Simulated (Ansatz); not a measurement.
# AlFH: the cost of one run

The runs use Ansatz 0.2.0, Gaussian basis; def2-QZVPP, core rule «outside noble gas», up to 6 orbitals frozen.

The runs, in order: UHF; ROHF; CCSD(T) on UHF.

2 further runs of the same task are left out: 2 set aside as unsound or not needed.

## 1. The geometry

The geometry is a PBE0/def2-TZVP stationary point (not a proven minimum) of the parent state, kept for this charge and spin.

3 atoms, charge 1, spin multiplicity 3.

Atoms are counted from 1 here; the program's logs count them from 0.

Bond lengths: Al1–F2 1.656 Å, Al1–H3 1.607 Å. Angles: F2–Al1–H3 115.4°.

Geometry (Å):

| atom | x (Å) | y (Å) | z (Å) |
| --- | --- | --- | --- |
| Al1 | 0.0000 | -0.1153 | 0.6452 |
| F2 | 0.0000 | 0.0982 | -0.9968 |
| H3 | 0.0000 | 1.2348 | 1.5172 |

## 2. UHF

Input file in.yaml:

```yaml
crystal:
  periodic: [false, false, false]
  atoms:
    - {symbol: Al, position_ang: [0.000000, -0.115297, 0.645226]}
    - {symbol: F, position_ang: [0.000000, 0.098231, -0.996846]}
    - {symbol: H, position_ang: [0.000000, 1.234843, 1.517246]}
basis:
  gaussian: {orbitals: "def2-QZVPP.json"}
total_charge: 1
magnetization: {spin_polarized: true, initial_magnetization: 2}
hamiltonian: {xc: hf}
output: {orbitals: {seedname: orbitals}}
```

Command:

```bash
$ ansatz run in.yaml --threads 1 --pin off --events-out ev --progress --plain --max-ram 2393MiB
```

What time and memory should one allow on 1 thread of Arm Neoverse N1, shared host?

About 8.5 s, with a peak of 0.25 GiB.
